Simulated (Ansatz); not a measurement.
Species: H$_{3}$S, charge 1, singlet. H3S+ (SMILES [SH3+]).
B3LYP-D3(BJ)/def2-TZVP minimum from Ansatz (a first-principles code):
```
S
H 1 1.3577
H 1 1.3577 2 94.35
H 1 1.3577 2 94.35 3 -94.71
```
Charge +1, spin multiplicity 1.

Total energies in cc-pV(Q+d)Z, 8 correlated electrons, 5 frozen orbitals. UHF or UKS for unpaired electrons; spin-orbit terms are left out. Correlated methods leave the cores frozen. No relativity.

```tsv
method	program	energy (Eh)	minus CCSDT(Q) (mEh)
HF	Ansatz	-399.00069	236.41
MP2	Ansatz	-399.20248	34.62
CCSD	Ansatz	-399.22773	9.37
CCSD(T)	Ansatz	-399.23603	1.07
CCSDT(Q)	Ansatz	-399.23710	0.00
```

Rough core times of Ansatz's runs on a shared machine: CCSD(T) under 20 s, CCSDT(Q) 20 min.
